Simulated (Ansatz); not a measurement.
`C/C(Cl)=C/CF` and `C/C=C/CF` differ in one atom or group.

Ansatz, PBE0-D4/def2-TZVP geometries, multiplicity 1. Each molecule was computed in one conformer, which needn't be the lowest.

| property | `C/C(Cl)=C/CF` |
| --- | --- |
| zero-point energy (PBE0-D4/def2-TZVP) / kJ/mol | 242.5 |
| HOMO–LUMO gap (PBE0/def2-TZVPP) / eV | 7.12 |
| HOMO–LUMO gap (PBE/def2-TZVPP) / eV | 4.95 |
| LUMO energy (ωB97M-V/def2-TZVPP) / eV | 1.83 |
| LUMO energy (PBE0/def2-TZVPP) / eV | -0.29 |
| size of the dipole moment (ωB97M-V/def2-TZVPP) / D | 2.05 |

Problem. Give the same properties after the change, and the shifts. (An estimate is asked.)

Solution. The calculation gave: 
```tsv
property	`C/C=C/CF`	shift
zero-point energy (PBE0-D4/def2-TZVP) / kJ/mol	265.8	23.3
HOMO–LUMO gap (PBE0/def2-TZVPP) / eV	7.68	0.56
HOMO–LUMO gap (PBE/def2-TZVPP) / eV	5.50	0.55
LUMO energy (ωB97M-V/def2-TZVPP) / eV	2.60	0.77
LUMO energy (PBE0/def2-TZVPP) / eV	0.49	0.78
size of the dipole moment (ωB97M-V/def2-TZVPP) / D	1.64	-0.41
```

With PBE0 the HOMO rises by 0.22 eV and the LUMO rises by 0.78 eV, so the gap widens by about 0.56 eV. PBE moves the HOMO by 0.19 eV and ωB97M-V by 0.17 eV. Dipoles are sizes alone; their direction can turn.
